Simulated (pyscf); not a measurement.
## Substitution at O: CH₃• + HO–SiH₃ → H₃C–OH + SiH₃•

Gas phase, doublet surface, charge 0. Bonds broken: O2–Si3. Bonds formed: C1–O2. Single points on ωB97X-D3(BJ)/def2-SVP structures (PySCF, gas phase).

Transition state (Å):

```xyz
10

C     -2.2413     0.3833    -0.2828
O     -0.6505    -0.2088     0.0112
Si     0.9373    -0.5381    -0.9725
H     -2.9060    -0.2216     0.3412
H     -2.3445     0.1856    -1.3534
H     -2.2274     1.4483    -0.0310
H      1.8766    -1.7109    -0.9011
H      0.2116    -0.6720    -2.2708
H      1.7457     0.7181    -1.0272
H     -0.4217    -0.0878     0.9559
```

One imaginary mode, 1079i cm⁻¹; descent along it reached the two sides named.

```
bond    change  reactant side (Å)  saddle  product side
------  ------  -----------------  ------  ------------
O2–Si3  breaks              1.672   1.897           2.8
C1–O2    forms                3.4   1.723         1.413
```

Electronic energies relative to the separated reactants (kcal/mol):

```tsv
level	barrier	reaction energy	reverse barrier
ωB97X-D3(BJ)/def2-TZVP	47.7	+28.7	19.0
PBE/def2-TZVP	32.4	+23.0	9.4
r²SCAN/def2-TZVP	40.7	+29.2	11.5
B3LYP-D3(BJ)/def2-TZVP	40.9	+28.2	12.7
PBE0-D3(BJ)/def2-TZVP	40.5	+25.3	15.2
M06-2X/def2-TZVP	45.1	+27.1	18.0
ωB97M-D3(BJ)/def2-TZVP	45.9	+29.0	16.8
HF/def2-TZVP	74.5	+35.2	39.4
```

With ωB97M-D3(BJ)/def2-TZVP energies and thermal terms (ideal gas, 1 atm, RRHO with modes under 100 cm⁻¹ raised to 100, one conformer, R ln 2 for chiral ones without a mode under 150 cm⁻¹), in kcal/mol:

```
T (K)   ΔH‡   ΔG‡     ΔH     ΔG
-----  ----  ----  -----  -----
298    47.1  56.3  +31.6  +31.5
600    47.2  65.6  +30.7  +31.7
900    47.6  74.8  +30.1  +32.3
1200   48.1  83.8  +29.7  +33.2
```

This saddle turned up in a search for another step; its sides and bond changes are read from the two ends of the descent. This is the saddle that the search found; another between the same sides may lie lower. The angle at the attacked O is 138°.
